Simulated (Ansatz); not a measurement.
A made-up structure of BSiNH₃ (charge -1), singlet:

```
atom    x (Å)    y (Å)    z (Å)
  B1   0.7930  -0.1728  -0.7405
 Si2  -1.6492  -0.2712   0.9777
  N3  -0.2788  -0.1369   0.0843
  H4  -2.4469  -1.4046   0.6685
  H5   0.8073   0.4189  -1.8126
  H6  -1.4831   0.9539   1.9472
```

It is relaxed with PBE-D4/def2-SVPD and then PBE0-D4/def2-TZVPD (Ansatz 0.2.0). Atoms count as bonded within 1.22 times the sum of their covalent radii (H–H: 0.88 Å). The end point is not checked to be a true minimum.

(1) Does its bonding change? (A judgement: the text doesn't fix the answer.)

Answers

(1) Computed: No: no bond forms or breaks.

Where it ends: The first stage lowers the energy by 1.95 eV in 12 steps. It ends as BSiNH₃ ([BH][N][SiH2]), total charge -1:
B1  (0.489, 0.057, -0.945)
Si2  (-2.040, 0.123, 0.739)
N3  (-0.496, 0.021, -0.181)
H4  (-2.184, -1.378, 1.068)
H5  (1.412, 0.099, -1.675)
H6  (-1.438, 0.466, 2.118)
(Å)

Labels in which every atom is bracketed show which atoms are joined, not bond orders.

For scale, one of the runs: PBE0-D4/def2-TZVPD relaxation, 144 basis functions, launched by `ansatz run in.yaml --threads 2 --pin off --events-out ev --progress --plain --max-ram 4352MiB`. The run took about 15 s on 2 CPU threads of an Arm Neoverse V2 (shared host).
